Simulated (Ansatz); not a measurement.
Cost and result for the atomization energy of `COCS` (10 atoms, 9 bonds).

```xyz
10

C     0.4327   -0.3709    1.3697
O     0.3821    0.5408    0.3018
C    -0.1477   -0.0446   -0.8507
S    -0.1763    1.1149   -2.2165
H     0.8439    0.1592    2.2281
H     1.0780   -1.2290    1.1368
H    -0.5669   -0.7476    1.6273
H    -1.1588   -0.4292   -0.6650
H     0.4751   -0.8825   -1.1955
H    -1.1622    1.8890   -1.7359
```

Total charge 0; spin multiplicity 1. The geometry is a stationary point of PBE0-D4/def2-TZVP. It is a higher conformer; a search finds a lower one. Program: Ansatz. All runs use 2 threads of a server CPU on a shared host. Times are those of one run each, without the atoms' runs, and a repeat can differ threefold. Electronic energies, without spin–orbit coupling; frozen cores. CCSD(T)/CBS adds CCSD(T) − MP2 in def2-TZVPP to the MP2 limit, and its time is that of the two runs behind it. T1 = 0.011. HSE06 is the plane-wave form, built on full-range PBE exchange.

CCSD(T)/CBS is a level of theory with its own doubt, some kJ/mol a heavy atom from the limit and from the frozen cores, so smaller differences don't rank the functionals.

```csv
level,functions,wall time,atomization (kcal/mol),difference from CCSD(T)/CBS,per bond
revPBE-D4/def2-TZVPP,219,1.6 s,854.3,-2.6,-0.3
BLYP-D4/def2-TZVPP,219,1.8 s,855.2,-1.7,-0.2
PBE-D4/def2-TZVPP (with forces),219,2.2 s,875.9,19.0,2.1
PBE0-D4/def2-TZVPP,219,2.3 s,858.8,1.9,0.2
BHLYP-D4/def2-TZVPP,219,2.4 s,828.1,-28.8,-3.2
HSE06-D4/def2-TZVPP,219,2.6 s,859.5,2.6,0.3
CCSD(T)/def2-SVP,90,2.9 s,809.4,-47.5,-5.3
r2SCAN-D4/def2-TZVPP (with forces),219,3.8 s,858.4,1.5,0.2
B97M-V/def2-TZVPP,219,7 s,858.3,1.4,0.2
ωB97M-V/def2-TZVPP (with forces),219,8.5 s,860.3,3.4,0.4
MP2/def2-QZVPP,421,18 s,858.7,1.8,0.2
CCSD(T)/def2-TZVPP,219,73 s,834.4,-22.5,-2.5
CCSD(T)/CBS(def2),–,91 s,856.9,0.0,0.0
```

From BLYP to BHLYP (50 % exact exchange), in def2-TZVPP and without D4, the atomization energy moves by −22.7 kcal/mol: exact exchange takes away binding that semilocal exchange gives to molecules. The D4 term adds +6.1 kcal/mol with B3LYP and +3.2 kcal/mol with PBE0; it sums over pairs of atoms, weighted by their polarisabilities, and B3LYP, whose exchange is more repulsive, gets the larger term. In def2-TZVPP, CCSD(T) changes the Hartree–Fock value by +224.5 kcal/mol (the triples alone add +12.9 kcal/mol) and MP2 by +235.5 kcal/mol; breaking electron pairs costs correlation energy, which Hartree–Fock lacks.

B3LYP here is the variant with VWN-RPA as its local correlation; programs differ in this.
